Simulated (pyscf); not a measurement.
## Four-centre exchange: HB=NH + HF -> HB=NH + HF

Gas phase, singlet surface, charge 0. Bonds broken: B1–H3, F5–H6. Bonds formed: B1–H6, H3–F5. Structures and frequencies: ωB97X-D3(BJ)/def2-SVP in PySCF. Correlated levels are frozen-core, on RHF or UHF. ΔMP2 is the change of the MP2 total energy from the triple- to the quadruple-zeta basis.

Transition state (Å):

```xyz
6

B     -1.5826    -0.1358    -0.0569
N     -2.7047    -0.0512     0.4715
H     -0.2135    -0.7034    -0.4375
H     -3.6082     0.0162     0.8968
F      0.7033    -0.3028    -1.1350
H     -0.3619     0.2408    -0.8975
```

One imaginary mode, 2658i cm⁻¹; descent along it reached the two sides named.

```
bond   change  reactant side (Å)  saddle  product side
-----  ------  -----------------  ------  ------------
B1–H3  breaks              1.217   1.530           3.0
F5–H6  breaks              0.924   1.219           2.7
B1–H6   forms                3.0   1.529         1.181
H3–F5   forms              2.596   1.220         0.923
```

Electronic energies relative to the separated reactants (kJ/mol):

| level | barrier | reaction energy | reverse barrier |
|---|---|---|---|
| ωB97X-D3(BJ)/def2-TZVP | 286.1 | 0.0 | 286.1 |
| PBE/def2-TZVP | 231.8 | 0.0 | 231.8 |
| r²SCAN/def2-TZVP | 257.8 | 0.0 | 257.8 |
| B3LYP-D3(BJ)/def2-TZVP | 276.0 | 0.0 | 276.0 |
| PBE0-D3(BJ)/def2-TZVP | 266.2 | 0.0 | 266.2 |
| M06-2X/def2-TZVP | 295.0 | 0.0 | 295.0 |
| ωB97M-D3(BJ)/def2-TZVP | 282.4 | 0.0 | 282.4 |
| HF/def2-TZVP | 395.4 | 0.0 | 395.4 |
| MP2/def2-QZVPP | 292.4 | 0.0 | 292.4 |
| CCSD/def2-TZVPP | 317.1 | 0.0 | 317.1 |
| CCSD(T)/def2-TZVPP | 298.8 | 0.0 | 298.8 |
| CCSD(T)/def2-TZVPP + ΔMP2(QZVPP) | 299.5 | 0.0 | 299.5 |

With CCSD(T)/def2-TZVPP + ΔMP2(QZVPP) energies and thermal terms (ideal gas, 1 atm, RRHO with modes under 100 cm⁻¹ raised to 100, one conformer, R ln 2 for chiral ones without a mode under 150 cm⁻¹), in kJ/mol:

```csv
T (K),ΔH‡,ΔG‡,ΔH,ΔG
298,284.8,320.2,0.0,0.0
600,283.9,356.6,0.0,0.0
900,284.7,392.8,0.0,0.0
1200,286.1,428.6,0.0,0.0
```

The same reactants have a lower exit, to H₂N–BH–F (barrier +27.7 kJ/mol at ωB97M-D3(BJ), against +282.4 kJ/mol here). Another saddle between the same species, by other bonds, lies lower (179.9 kJ/mol against 282.4 kJ/mol at ωB97M-D3(BJ)). The CCSD(T) − MP2 part came from Ansatz, without density fitting, on the same reference.
